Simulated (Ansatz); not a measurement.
**HGaAl, quartet: stretch scan**

Starting geometry (PBE0/def2-TZVP stationary point for this spin, not checked as a minimum):

```xyz
3

Al    0.0000    0.0000    2.0585
Ga    0.0000    0.0000   -0.2499
H     0.0000    0.0000   -1.8086
```

From there Ga2, H3 move together along the line of the two atoms named below, all else staying in place; atoms are numbered as listed. Energies are in kJ/mol, counted from the starting geometry at the same level. Kohn–Sham curves are unrestricted where that lies lower.

Basis 6-31G (Cartesian d functions); Ansatz 0.2.0. Correlated methods freeze the noble-gas cores and the filled d shells of p-block atoms. No spin–orbit coupling is included, and no scalar relativity.

A value is left out where its run failed or describes another state than the reference as far as symmetry and spin tell, or, spin-broken singlets apart, can't be checked. The reference follows the lowest state, whose symmetry changes from Σ⁻ or Δ to Π between 4.966 and 6.218.

In so small a basis the reference is far from its limit while semilocal and hybrid functionals are nearer theirs (RPA and double hybrids share much of the reference's basis error), so the functionals' errors here hold much of the reference's basis and frozen-core error, which can add to them or hide them.

Full CI is exact within this basis and frozen core; it isn't the basis-set limit.

```csv
distance Al1-Ga2 (Å),full CI,PBE0,r2SCANh,B2PLYP,PBE-QIDH
1.892,208.9,171.8,170.2,182.8,180.5
2.128,41.7,27.3,26.5,31.8,29.8
2.308,0.0,0.0,0.0,0.0,0.0
2.490,-2.3,9.7,10.7,5.4,9.0
2.841,40.7,70.3,72.9,58.4,71.5
3.141,85.5,125.5,129.0,114.6,136.3
3.665,138.4,192.3,199.6,169.6,186.2
4.228,163.0,220.0,233.6,186.7,202.3
4.966,173.5,229.4,245.4,192.2,207.8
6.218,176.7,231.4,248.3,193.2,208.9
7.933,177.3,–,–,–,–
```
